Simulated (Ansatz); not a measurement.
# H₂O₂ (triplet): the correlation ladder at distance O1–H3 along a hydrogen transfer = 1.520 Å, cc-pVDZ

Aim: climb from Hartree-Fock through coupled cluster and multireference methods for H₂O₂ (triplet) at one geometry and basis, and see what each rung misses.

Program: Ansatz 0.2.0, Gaussian basis. Level of theory: cc-pVDZ, core rule «outside noble gas», up to 2 orbitals frozen. These are calculated values, not measurements.

To be run: UHF; CCSD(T) on ROHF; CCSD(T) on UHF; BCCD(T) on ROHF; CISD; CCSDT(Q) on ROHF; CCSDT(Q) on UHF; CASSCF and MRCISD+Q, 4 electrons in 4 orbitals; CASSCF and NEVPT2, 4 electrons in 4 orbitals; CASSCF and MRCISD+Q, 14 electrons in 10 orbitals; CASSCF and NEVPT2, 14 electrons in 10 orbitals.

4 further runs of the same task are left out: 3 that didn't finish, 1 set aside as unsound or not needed.

## 1. What is computed

The geometry derives from fragments relaxed apart (PBE0/def2-TZVP) and kept rigid, so it is no stationary point. A hydrogen atom is moved between rigid fragments.

4 atoms, charge 0, spin multiplicity 3.

Atoms are counted from 1 here; the program's logs count them from 0.

Bond lengths: O1–H2 0.960 Å, H3–O4 0.990 Å.

## 2. UHF

in.yaml

```yaml
crystal:
  periodic: [false, false, false]
  atoms:
    - {symbol: O, position_ang: [-1.218276, -0.027457, 0.000000]}
    - {symbol: H, position_ang: [-1.467586, 0.899119, 0.000000]}
    - {symbol: H, position_ang: [0.301724, -0.027457, 0.000000]}
    - {symbol: O, position_ang: [1.291724, -0.027457, 0.000000]}
basis:
  gaussian: {orbitals: cc-pVDZ}
magnetization: {spin_polarized: true, initial_magnetization: 2}
hamiltonian: {xc: hf}
output: {orbitals: {seedname: orbitals}}
```

On the command line:

```bash
$ ansatz run in.yaml --threads 1 --pin off --events-out ev --progress --plain --max-ram 2393MiB
```

After this run come: CCSD(T) on ROHF; CCSD(T) on UHF; BCCD(T) on ROHF; CISD; CCSDT(Q) on ROHF; CCSDT(Q) on UHF; CASSCF and MRCISD+Q, 4 electrons in 4 orbitals; CASSCF and NEVPT2, 4 electrons in 4 orbitals; CASSCF and MRCISD+Q, 14 electrons in 10 orbitals; CASSCF and NEVPT2, 14 electrons in 10 orbitals.

Before running them: what should the planned runs give, taken together? Wanted: UCCSDT(Q) below the RHF energy; RMP2 from UCCSDT(Q); UMP2 from UCCSDT(Q); RCCSD from UCCSDT(Q); RCCSD(T) from UCCSDT(Q); UCCSD(T) from UCCSDT(Q); RCCSDT(Q) from UCCSDT(Q); NEVPT2 pair from UCCSDT(Q); MRCISD+Q pair from UCCSDT(Q).

**Answer**, as computed:

```
                         quantity                                                   value
   UCCSDT(Q) below the RHF energy                                              -9.3554 eV
              RMP2 from UCCSDT(Q)                                              +910.1 meV
              UMP2 from UCCSDT(Q)                                              +915.0 meV
             RCCSD from UCCSDT(Q)                                              +144.0 meV
          RCCSD(T) from UCCSDT(Q)                                               +29.7 meV
          UCCSD(T) from UCCSDT(Q)                                               +28.3 meV
         RCCSDT(Q) from UCCSDT(Q)                                                +1.5 meV
       NEVPT2 pair from UCCSDT(Q)                                              +834.4 meV
     MRCISD+Q pair from UCCSDT(Q)                                               +51.4 meV
    NEVPT2 valence from UCCSDT(Q)                                             +1245.4 meV
levels within 1 kcal/mol (43 meV)  RCCSD(T), UCCSD(T), BCCD(T), RCCSDT, UCCSDT, RCCSDT(Q)
                    T1 diagnostic                                                   0.014
   effectively unpaired electrons                                                    2.01
```

What this shows: RCCSD(T) misses by +29.7 meV, 0.3 % of the correlation energy. One determinant dominates. Of the multireference levels listed MRCISD+Q valence comes nearest in total energy (+44.1 meV), which doesn't show that its space is the better one. These misses are within one basis, not against nature; the frozen cores of restricted and unrestricted runs differ, which can shift their rows.
